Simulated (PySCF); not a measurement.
Molecule: SMILES CCC#N, C$_{3}$H$_{5}$N.

Numbering as in the mapped SMILES `[CH3:1][CH2:2][C:3]#[N:4]` (H(Xn): hydrogen on atom n).

Geometry PBE0-D3(BJ)/def2-SVP throughout; GIAO in PySCF 2.14.0 with density-fitted response routines, gas phase, one conformer, non-relativistic; equivalent atoms averaged; functional PBE0.

(1) How do the shifts δ (against TMS, NH3 at the same level) depend on the basis set? (ppm; last column core-seconds on shared hosts with different chips, so compare them loosely)

(2) Which nucleus moves most, in ppm?

(3) Taking the largest basis, pcSseg-2 (214 functions), as the yardstick, rank the others by their worst heavy-atom deviation.

Results:

(1) 
```tsv
basis set	functions	C3	C2	C1	N4	H(C2)	H(C1)	core-s
STO-3G	25	93.2	21.8	18.7	223.5	1.89	1.22	1.4
6-31G	46	118.2	13.0	12.8	263.2	2.28	1.42	2.7
pcSseg-0	46	135.8	13.9	13.5	310.7	2.13	1.40	2.5
6-31G*	66	109.9	11.9	12.0	257.3	2.00	1.19	3.4
def2-SVP	81	114.3	10.0	11.3	277.3	1.84	1.00	3.8
cc-pVDZ	81	115.1	13.5	12.9	276.3	1.95	1.07	3.9
pcSseg-1	93	124.9	12.3	12.8	303.4	2.05	1.21	6.5
aug-cc-pVDZ	137	117.7	12.7	12.3	270.0	2.25	1.24	7.2
6-311+G(2d,p)	138	124.0	12.1	11.9	286.5	2.14	1.15	7.5
def2-TZVP	154	124.5	12.9	12.6	293.3	2.13	1.15	9
IGLO-III	190	127.0	12.8	12.6	294.2	2.20	1.18	11
cc-pVTZ	190	122.9	12.4	12.3	293.0	2.14	1.16	12
pcSseg-2	214	128.2	13.0	13.0	298.0	2.15	1.18	22
```

(2) N4 (nitrile nitrogen): from 223.5 ppm with STO-3G to 310.7 ppm with pcSseg-0. The smallest spread is 0.42 ppm, at H(C1). Proton shifts span only some 12 ppm, so a few tenths of a ppm matter as much there as several ppm in carbon.

(3) IGLO-III 3.8 ppm (190 functions), def2-TZVP 4.7 ppm (154 functions), cc-pVTZ 5.4 ppm (190 functions), pcSseg-1 5.4 ppm (93 functions), 6-311+G(2d,p) 11.5 ppm (138 functions), pcSseg-0 12.7 ppm (46 functions), def2-SVP 20.7 ppm (81 functions), cc-pVDZ 21.8 ppm (81 functions), aug-cc-pVDZ 28.0 ppm (137 functions), 6-31G 34.9 ppm (46 functions), 6-31G* 40.7 ppm (66 functions), STO-3G 74.5 ppm (25 functions).

A small basis that lands close on one nucleus may do so by chance; judge by the trend and by all nuclei.
